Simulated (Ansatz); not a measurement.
Two structures of BNH₆S, singlet, reached by relaxing down either side of one saddle point (PBE0-D4/def2-TZVP). Energies are electronic, without zero-point energy. Program: Ansatz 0.2.0. Basis: def2-TZVPP and def2-QZVPP. Cores are frozen in the correlated methods. Extrapolation: Hartree–Fock as exp(−7.88 √X), correlation as X^−2.97. First:

```
atom    x (Å)    y (Å)    z (Å)
  B1   0.8012  -0.9121  -0.8607
  N2   1.1966   0.1951  -0.1342
  H3   1.5841  -1.4572  -1.5841
  H4  -0.3270  -1.3065  -0.7506
  H5  -2.2853   1.5225   0.4339
  S6  -1.8400   0.9583   1.5671
  H7   2.1264   0.5765  -0.1772
  H8   0.5762   0.6893   0.4910
  H9  -1.8323  -0.2659   1.0149
```

Second:

```xyz
9
angstrom
B -0.2228 -0.4521 -0.5422
N 0.8740 0.5249 0.1876
H -0.1230 -0.2089 -1.7206
H 0.0828 -1.5773 -0.2340
H 0.6262 1.4961 0.0186
S -1.9319 0.0896 0.0559
H 1.8162 0.3589 -0.1574
H 0.8666 0.3819 1.1932
H -1.9883 -0.6131 1.1989
```

**Question.** Which bonds change from the first to the second?

**Answer.** BNH₄ ([BH2][NH2]) + H₂S → BH₃S ([BH2][SH]) + NH₃ (still joined by a long B–N bond); bonds formed: B1–S6, N2–H5; bonds broken: H5–S6; bonds weakened to dative contacts: B1–N2.

**Question.** Give the saddle point's structure and its height above each. (To be estimated.)

**Answer.** By the calculation: 103.9 kJ/mol above the first and 133.0 kJ/mol above the second (CCSD(T) at an estimated basis limit (MP2 extrapolated from triple and quadruple zeta, plus CCSD(T) − MP2 in triple zeta)).
| atom | x (Å) | y (Å) | z (Å) |
| --- | --- | --- | --- |
| B1 | 0.0707 | -0.5730 | -0.5500 |
| N2 | 0.9736 | 0.4098 | 0.1911 |
| H3 | 0.0739 | -0.4590 | -1.7434 |
| H4 | -0.0416 | -1.6698 | -0.0795 |
| H5 | -0.4147 | 0.9774 | 0.3896 |
| S6 | -1.7612 | 0.4547 | -0.0221 |
| H7 | 1.6241 | 0.9397 | -0.3705 |
| H8 | 1.4323 | 0.0714 | 1.0245 |
| H9 | -1.9571 | -0.1512 | 1.1604 |

T1 diagnostic: at most 0.012.

Labels in which every atom is bracketed show which atoms are joined, not bond orders.

For scale, one of the runs: CCSD(T)/def2-TZVPP, 188 basis functions, launched by `ansatz run in.yaml --threads 2 --pin off --events-out ev --progress --plain --max-ram 4352MiB`. Hardware: 2 CPU threads of an Arm Neoverse V1, shared host. Wall time 41 s; peak host memory 1.9 GiB.
